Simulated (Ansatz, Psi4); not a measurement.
# How methods differ on C2H7P (dimethylphosphine)

The species is C2H7P (10 atoms), meant as a singlet with charge 0. As SMILES, `CPC`. The shape is that of a PBE0-D4/def2-TZVP optimisation.

```xyz
10

C    -0.9399    0.5627   -0.9122
P     0.6417    0.8520   -0.0101
C     0.6499   -0.6107    1.1122
H    -1.0452   -0.4618   -1.2747
H    -1.0035    1.2489   -1.7590
H    -1.7735    0.7871   -0.2430
H     1.5091    0.3168   -1.0014
H    -0.0908   -0.4549    1.8998
H     1.6274   -0.6932    1.5911
H     0.4248   -1.5470    0.5974
```

Quantity: the energy change with the C1–H6 bond stretched from 1.092 to 2.403 Å, in eV. The values are calculated.

```tsv
level	kind	program	value (eV)	CPU time (all runs)
HF/6-311+G** (restricted)	Hartree–Fock	Ansatz	5.52	9.2 s
SVWN5/6-311+G** (restricted)	LDA	Ansatz	4.52	13 s
BLYP/6-311+G** (restricted)	GGA	Ansatz	4.31	22 s
M06-L/6-311+G** (restricted)	meta-GGA	Psi4	4.76	1.7 min
BHLYP/6-311+G** (restricted)	global hybrid	Ansatz	5.17	24 s
PBE0/6-311+G** (restricted)	global hybrid	Psi4	4.90	51 s
wB97M-V/6-311+G** (restricted)	range-separated hybrid	Ansatz	5.00	3.3 min
B2PLYP/6-311+G** (restricted)	double hybrid	Ansatz	4.77	32 s
MP2/6-311+G** (restricted)	perturbation theory	Ansatz	5.02	13 s
```

The first shape isn't each level's own minimum. The values span 4.31 to 5.52 eV. CPU times are rough (shared hosts, several kinds of processor): they show what a rung costs within a factor of a few.
